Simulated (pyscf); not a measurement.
`[BH2][Cl]` + `[H][H]` -> `[BH2][Cl]` + `[H][H]` (four-centre exchange; singlet surface; B–H, H–H broken, B–H, H–H formed). PySCF, gas phase, ωB97X-D3(BJ)/def2-SVP geometries. Energies in kcal/mol from the separated reactants.

```
level                   barrier  reaction energy
----------------------  -------  ---------------
ωB97X-D3(BJ)/def2-TZVP     14.4              0.0
B3LYP-D3(BJ)/def2-TZVP        …              0.0
PBE0-D3(BJ)/def2-TZVP       8.6              0.0
M06-2X/def2-TZVP           16.4              0.0
ωB97M-D3(BJ)/def2-TZVP     13.8              0.0
HF/def2-TZVP                  …              0.0
```

Task: What belongs in the gaps?

Result: 
- B3LYP-D3(BJ)/def2-TZVP, barrier: 15.0
- HF/def2-TZVP, barrier: 32.2

The functionals in the table span 7.8 kcal/mol in this barrier, from PBE0-D3(BJ) to M06-2X. At the saddle there is also a short B–H contact that neither side keeps. This is the saddle that the search found; another between the same sides may lie lower.
